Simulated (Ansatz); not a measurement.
Fluorite SrCl2 was calculated with Hartree–Fock in Ansatz (PAW).

Numerical settings: plane-wave cutoff 460 eV, 6×6×6 k mesh, Fermi–Dirac smearing 0.01 eV, scalar-relativistic PAW data made under PBE.

Energies at three volumes about the minimum:

```csv
V (Å³/atom),E − E_lowest (meV/atom)
30.794,1.09
31.378,0.00
32.162,1.87
```

Fit a parabola by hand: where is the minimum, what lattice constant follows, and what is the bulk modulus?

Slopes: (0.00 − 1.09)/(31.378 − 30.794) = -1.866 and (1.87 − 0.00)/(32.162 − 31.378) = 2.385 meV/Å³. Curvature E″ = 2 × (2.385 − (-1.866))/(32.162 − 30.794) = 6.215 meV/Å⁶. From the middle of the first interval, the slope vanishes at V0 = 31.0860 − (-1.866)/6.215 = 31.386 Å³/atom. B = V0 E″ = 31.386 × 6.215 meV/Å³ × 0.1602 GPa per meV/Å³ = 31.3 GPa. With 12 atoms in the cube, a = (12 × 31.386)^(1/3) = 7.222 Å. The full Birch–Murnaghan fit to all volumes gives V0 = 31.372 Å³/atom and B0 = 31.4 GPa.

Measured, for comparison: bulk modulus 34.3 GPa (temperature not stated, not corrected to a static lattice, from elastic constants; as tabulated in Kanchana et al., Calculated structural, elastic and electronic properties of …); lattice constant a 6.974 Å (room temperature, not corrected to a static lattice; as tabulated in Kanchana et al., Calculated structural, elastic and electronic properties of …). Computed (rounded) less measured: bulk modulus -8 % (against room or unstated temperature, where such soft solids are markedly softer).

Note: the cell is over a tenth larger than the published one: the level's own overestimate first of all, though another phase or state, or a fault of the published cell, is possible.

Ansatz is a quantum-chemistry and plane-wave program.
